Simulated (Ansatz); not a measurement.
# BN: the cost of one run

Computed with the Python package of Ansatz 0.2.0. Level of theory: PBE0/def2-SVP.

### Step 1. The structure

Bond lengths: B1–N2 1.470 Å.

Input file bn.xyz:

```xyz
2

B     0.00000    0.00000    0.00000
N     0.00000    0.00000    1.47000
```

### Step 2. The script

scan.py

```python
# -*- coding: utf-8 -*-
'''Potential curve of BN along one bond.'''

import ansatz as az
import numpy as np

geometry = az.Crystal.molecule_from_extxyz('bn.xyz')

symbols = [site.symbol for site in geometry.cartesian_sites]
start = np.array([site.position_ang for site in geometry.cartesian_sites])
axis = (start[1] - start[0]) / np.linalg.norm(start[1] - start[0])
moving = [1]
lengths, energies = [1.25, 1.35, 1.47, 1.62, 1.84, 2.2, 2.65, 3.23], []
for length in lengths:
    xyz = start.copy()
    xyz[moving] += (length - np.linalg.norm(start[1] - start[0])) * axis
    point = az.Crystal.molecule()
    for symbol, place in zip(symbols, xyz):
        point = point.atom(symbol, place.tolist())
    calculation = (
        point.calculation()
        .basis(gaussian='def2-SVP')
        .functional('pbe0')
        .spin('collinear', total=2)
    )
    report = calculation.run(threads=1, backend='cpu').report
    energies.append(report['free_energy_ev'])
    print(f'r = {length:6.3f} A  E = {energies[-1]:.5f} eV  <S^2> = {abs(report["mean_field"]["state"]["spin_squared"]):.3f}')

print('energy above the lowest point (eV):', [round(e - min(energies), 3) for e in energies])
```

### Step 3. What the engine is handed

The package turns the script's settings into the engine's input (first run):

```yaml
crystal:
  periodic: [false, false, false]
  atoms:
    - { symbol: B, position_ang: [0.0, 0.0, 0.0] }
    - { symbol: "N", position_ang: [0.0, 0.0, 1.25] }
basis:
  gaussian:
    orbitals: def2-SVP
hamiltonian:
  xc: pbe0
magnetization:
  spin_polarized: true
  initial_magnetization: 2.0
```

### Step 4. Running it

Command:

```
python scan.py
```

What time and memory should one allow on 1 thread of Arm Neoverse V2, shared host?

About 5.7 s, with a peak of 0.15 GiB.
